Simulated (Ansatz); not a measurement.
Where PBE holds and where it fails for fcc Sr

Programs: Ansatz (a quantum-chemistry and plane-wave program).

| property | PBE | LDA | HSE06 | reference | PBE less reference |
|---|---|---|---|---|---|
| lattice parameter a (Å) | 6.030 | 5.793 | 6.119 | 6.045 | -0.25 % |
| bulk modulus B0 (GPa) | 11.6 | 14.0 | 11.5 | 12.5 | -7.2 % |
| cohesive energy (eV/atom) | 1.61 | 1.89 | 1.57 | 1.73 | -0.12 eV/atom |
| elastic constant C11 (GPa) | 14.7 | 16.7 | 15.7 | 15* | -2.0 % |
| elastic constant C44 (GPa) | 10.0 | 13.7 | 10.9 | – | – |
| Voigt–Reuss–Hill shear modulus (GPa) | 5.7 | 6.8 | 6.6 | – | – |

It does well for the lattice constant a (-0.25 %). In between, or not called against an uncorrected reference: bulk modulus (-7.2 %), cohesive energy (-0.12 eV/atom), elastic constant C11 (-2.0 %). Where no measured value is used, PBE differs from HSE06 by -8.3 % in the elastic constant C44; from HSE06 by -13.6 % in the Voigt–Reuss–Hill shear modulus.

A star marks values at room or unstated temperature without corrections; heat and zero-point motion as a rule enlarge cells and lower moduli and gaps.

Called good within 0.30 % for the lattice constant a.

Called well off clearly beyond 0.50 % for the lattice constant a, 10.0 % for the bulk modulus, 0.20 eV/atom for the cohesive energy (bounds picked here from the quality of each reference).

The references are measured values: lattice constant a corrected to a static lattice, bulk modulus corrected to a static lattice, cohesive energy corrected to a static lattice, elastic constant C11 unstated.

Unless a row names a cell, each level is at its own relaxed cell.

Caveats: hybrids on metals are sensitive to the k mesh (HSE06). Ansatz's density-functional and Hartree–Fock values are scalar-relativistic unless marked +SOC, with PAW data made under PBE.

References as tabulated in Csonka et al. (2009), arXiv:0903.4037; Levämäki et al. (2014), arXiv:1402.3671; Mejia-Rodriguez and Trickey (2018), arXiv:1807.09216; Mehl and Papaconstantopoulos (1996), arXiv:mtrl-th/9602003.
